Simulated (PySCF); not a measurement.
A species of formula C2H4ClF has this rotational fingerprint, computed with PBE0-D3(BJ)/def2-TZVP geometry optimisation, gas phase (PySCF):

- Rotational constants: A = 30284, B = 2418, C = 2305 MHz
- Dipole components: |μa| = 0.02 D, |μb| = 0.08 D, |μc| = 0.00 D
- Inertial defect: -6.40 u·Å²
- κ: -0.99

Problem. Which structure is it? (One computed conformer of each.)
A. 1-chloro-1-fluoroethane, `[C@H](Cl)(C)F`
B. `[F:1][CH2:2][CH2:3][Cl:4]` with F1–C2–C3–Cl4 180° (1-chloro-2-fluoroethane)

Solution. B. It is FCCCl, a near-prolate asymmetric top, point group Cs. The candidates at the same level (rigid rotor, commonest isotopes):

| SMILES | A (MHz) | B (MHz) | C (MHz) | μa (D) | μb (D) | μc (D) | Δ (u·Å²) | point group | rotor |
| --- | --- | --- | --- | --- | --- | --- | --- | --- | --- |
| C[C@@H](F)Cl | 9099 | 4673 | 3342 | 1.19 | 1.61 | 0.88 | -12.47 | C1 | asymmetric top |
| FCCCl | 30284 | 2418 | 2305 | 0.02 | 0.08 | 0.00 | -6.40 | Cs | near-prolate asymmetric top |

`C[C@@H](F)Cl` has B 93 % too high. In the right answer the mirror of this Cs structure is the ab plane, so μc vanishes by symmetry (the 0.01 D computed is a residue). No structure here is proved a minimum.
